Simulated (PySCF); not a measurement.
How methods differ on the ionisation energy of Al

Al [Ne] 3s2 3p1 [3p1/2^1, M_J = 1/2] → Al⁺ [Ne] 3s2, as a difference of total energies. Computed with PySCF 2.14 in x2c-TZVPPall-2c, with the two-component X2C-1e Hamiltonian. Correlated levels: [Ne] frozen; the 6 highest virtual spinors dropped. "Screened" scales the spin-orbit matrix elements by Boettger's factors to mimic the two-electron term; Breit and QED terms are absent.

```tsv
method	ionisation energy (eV)
GHF (spin-free)	5.629
GMP2 (spin-free)	5.803
GHF (screened spin-orbit)	5.638
GMP2 (screened spin-orbit)	5.812
```

How much does correlation contribute at GMP2 (screened spin-orbit)?

5.812 − (5.638) = 0.174 eV, measured against GHF (screened spin-orbit).

Errors of the correlated levels include the incompleteness of this basis and the frozen core.

For comparison: 5.986 eV (measured; NIST Atomic Spectra Database, ionization energies).
